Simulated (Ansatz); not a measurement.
**Potassium, bcc: convergence with Gaussian smearing**

Computed with Ansatz, PBE, scalar-relativistic PAW, on the relaxed cell (a = 5.283 Å; spin not included). Errors count from a run at 420 eV on a Γ-centred 14×14×14 mesh with Fermi-Dirac smearing of 0.1 eV, extrapolated to zero width. Fixed here: cutoff 420 eV, mesh 9×9×9. The SCF starts from atomic densities corrected by a trained network.

```tsv
width (eV)	E(σ→0) error (meV/atom)	F error (meV/atom)	P (GPa)	SCF iterations
0.01	-2.7	-2.8	-0.01	6
0.03	-2.9	-3.1	-0.01	6
0.1	-3.1	-4.7	-0.01	6
0.2	-3.0	-9.6	0.00	6
0.3	-2.0	-18.3	0.01	6
0.6	-0.2	-70.0	0.06	6
1.0	-1.4	-193.8	0.17	6
```
